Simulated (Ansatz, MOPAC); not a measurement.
Gas-phase reaction in SMILES: [SiH3]C (CH6Si) + [H][H] (H2) → C (CH4) + [SiH4] (SiH4)

Wanted: energy of full hydrogenation (enthalpy at 298 K), in kcal/mol. Set-up: non-relativistic; dispersion terms only where a functional's name holds one; LANL2DZ with its own core potentials from Na on; no spin-orbit coupling. Ab initio and DFT rows: single points at B3LYP-D3(BJ) geometries (Ansatz, a program for electronic structure), with unscaled harmonic terms from B3LYP/6-31G* at its own minima. Semi-empirical rows: MOPAC heats of formation at their own minima for 298 K.

```
species          coefficient  E at B3LYP/LANL2DZ (Ansatz), Eh  E at PBE/def2-TZVPD (Ansatz), Eh  H(298 K) - E, kcal/mol  heat of formation at PM3 (MOPAC), kcal/mol
---------------  -----------  -------------------------------  --------------------------------  ----------------------  ------------------------------------------
C[SiH3] (CH6Si)           -1                        -45.58828                        -331.00719                   41.77                                       -4.22
[H][H] (H2)               -1                         -1.17442                          -1.16589                    8.44                                      -13.39
C (CH4)                   +1                        -40.51439                         -40.46301                   30.76                                      -13.03
[SiH4] (SiH4)             +1                         -6.26500                        -291.72111                   22.18                                       12.47
```

Measured values: Active Thermochemical Tables 1.112 (ions: stationary electron), as tabulated in the package chemicals; G2/97 table in ASE (Curtiss et al.); G2/97 table in ASE (Curtiss et al.), the entry of CH6Si doubted and unchecked; they hold spin-orbit and core effects, anharmonicity.  Value to compare with, the measured value: -2.6 kcal/mol. 1 Eh = 627.5095 kcal/mol.

Work the quantity out at each level, and compare with the measured value.


- B3LYP/LANL2DZ: the sum of coefficient times E is -0.01669 Eh, or -10.47 kcal/mol; the thermal terms add 2.73. Result: -7.7 kcal/mol. Its error against the measured value is -5.1 kcal/mol.
- PBE/def2-TZVPD: the sum of coefficient times E is -0.01104 Eh, or -6.93 kcal/mol; the thermal terms add 2.73. Result: -4.2 kcal/mol. Its error against the measured value is -1.6 kcal/mol.
- PM3: the sum of coefficient times heat of formation is 17.05 kcal/mol; it needs no thermal term. Its error against the measured value is 19.7 kcal/mol.
